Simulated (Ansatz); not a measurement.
A short molecular-dynamics run on the cluster Na3⁻ (the lowest singlet isomer of a short search).

```yaml
crystal:
  periodic: [false, false, false]
  atoms:
    - {symbol: Na, position_ang: [-0.000035, -0.001013, -0.001049]}
    - {symbol: Na, position_ang: [-2.158187, -1.972526, 1.802174]}
    - {symbol: Na, position_ang: [2.158212, 1.973539, -1.801125]}
basis:
  gaussian: {orbitals: "6-31G*"}
total_charge: -1
hamiltonian: {xc: {name: BLYP}}
md: {timestep: 2 fs, n_steps: 15, ensemble: nvt_langevin, temperature: 300, initial_velocities: maxwell_boltzmann, friction: 0.01, seed: 47}
scf: {omitted_lower_state_checks: [starts]}
```

```sh
$ ansatz run in.yaml --threads 4 --pin off --events-out ev --progress --plain --max-ram 3916MiB
```

```csv
step,time (fs),potential energy (eV),kinetic (eV),T (K)
0,0.0,-13248.4327,0.0776,200
1,2.0,-13248.4327,0.1036,267
2,4.0,-13248.4327,0.1211,312
3,6.0,-13248.4327,0.1294,334
4,8.0,-13248.4327,0.1149,296
5,10.0,-13248.4327,0.1135,293
6,12.0,-13248.4326,0.1319,340
7,14.0,-13248.4325,0.1056,272
8,16.0,-13248.4323,0.0964,249
9,18.0,-13248.4321,0.0998,257
10,20.0,-13248.4319,0.0957,247
11,22.0,-13248.4316,0.0895,231
12,24.0,-13248.4312,0.1131,292
13,26.0,-13248.4309,0.0921,238
14,28.0,-13248.4305,0.1169,301
15,30.0,-13248.4300,0.1486,383
```

Velocities are drawn at the set temperature; a run this short doesn't reach equilibrium. Under Langevin dynamics the printed temperature counts 3N degrees of freedom, so it starts below the set value.

The 6-31G sets use Cartesian d functions. The highest occupied level of an anion often lies above zero with these methods, and sets without diffuse functions describe the outer electron poorly.

Frames (Å, forces in eV/Å):

```xyz
3
time=0.0 fs
Na    0.000   -0.001   -0.001    0.000    0.000    0.000
Na   -2.158   -1.973    1.802    0.008    0.008   -0.007
Na    2.158    1.974   -1.801   -0.008   -0.008    0.007
3
time=2.0 fs
Na    0.004   -0.006   -0.001    0.000    0.001    0.000
Na   -2.159   -1.976    1.792    0.008    0.006   -0.006
Na    2.154    1.981   -1.793   -0.007   -0.008    0.006
3
time=4.0 fs
Na    0.010   -0.012    0.000   -0.001    0.002   -0.001
Na   -2.160   -1.981    1.781    0.007    0.005   -0.005
Na    2.149    1.990   -1.785   -0.006   -0.007    0.006
3
time=6.0 fs
Na    0.016   -0.019    0.002   -0.001    0.004   -0.002
Na   -2.161   -1.986    1.770    0.007    0.004   -0.004
Na    2.145    1.999   -1.776   -0.006   -0.008    0.006
3
time=8.0 fs
Na    0.020   -0.027    0.004    0.000    0.006   -0.003
Na   -2.161   -1.991    1.760    0.006    0.002   -0.003
Na    2.141    2.007   -1.767   -0.005   -0.008    0.006
3
time=10.0 fs
Na    0.023   -0.037    0.006    0.001    0.009   -0.005
Na   -2.161   -1.997    1.749    0.004    0.000   -0.001
Na    2.138    2.015   -1.757   -0.005   -0.009    0.006
3
time=12.0 fs
Na    0.028   -0.046    0.009    0.003    0.012   -0.007
Na   -2.160   -2.002    1.738    0.003   -0.002    0.000
Na    2.136    2.022   -1.748   -0.005   -0.010    0.007
3
time=14.0 fs
Na    0.031   -0.054    0.011    0.005    0.015   -0.009
Na   -2.159   -2.007    1.726    0.001   -0.004    0.002
Na    2.136    2.029   -1.739   -0.006   -0.011    0.007
3
time=16.0 fs
Na    0.034   -0.061    0.013    0.008    0.019   -0.012
Na   -2.159   -2.010    1.715   -0.001   -0.007    0.004
Na    2.137    2.037   -1.730   -0.006   -0.012    0.008
3
time=18.0 fs
Na    0.036   -0.068    0.017    0.010    0.022   -0.015
Na   -2.160   -2.014    1.704   -0.003   -0.009    0.006
Na    2.138    2.043   -1.721   -0.007   -0.013    0.009
3
time=20.0 fs
Na    0.038   -0.074    0.021    0.014    0.026   -0.018
Na   -2.160   -2.018    1.691   -0.006   -0.011    0.008
Na    2.138    2.050   -1.714   -0.008   -0.015    0.010
3
time=22.0 fs
Na    0.040   -0.081    0.024    0.016    0.030   -0.020
Na   -2.160   -2.023    1.679   -0.008   -0.014    0.009
Na    2.139    2.056   -1.708   -0.009   -0.016    0.011
3
time=24.0 fs
Na    0.042   -0.086    0.026    0.019    0.033   -0.023
Na   -2.159   -2.027    1.665   -0.010   -0.016    0.011
Na    2.140    2.062   -1.702   -0.010   -0.017    0.012
3
time=26.0 fs
Na    0.043   -0.092    0.027    0.023    0.037   -0.027
Na   -2.158   -2.032    1.650   -0.013   -0.019    0.014
Na    2.142    2.068   -1.697   -0.010   -0.019    0.013
3
time=28.0 fs
Na    0.045   -0.097    0.030    0.026    0.041   -0.029
Na   -2.156   -2.036    1.637   -0.015   -0.021    0.016
Na    2.145    2.075   -1.689   -0.011   -0.020    0.014
3
time=30.0 fs
Na    0.048   -0.103    0.034    0.030    0.044   -0.032
Na   -2.153   -2.042    1.623   -0.018   -0.024    0.018
Na    2.146    2.081   -1.678   -0.012   -0.021    0.014
```

Run time 8.5 s (4 threads of Arm Neoverse V1 on a shared host).
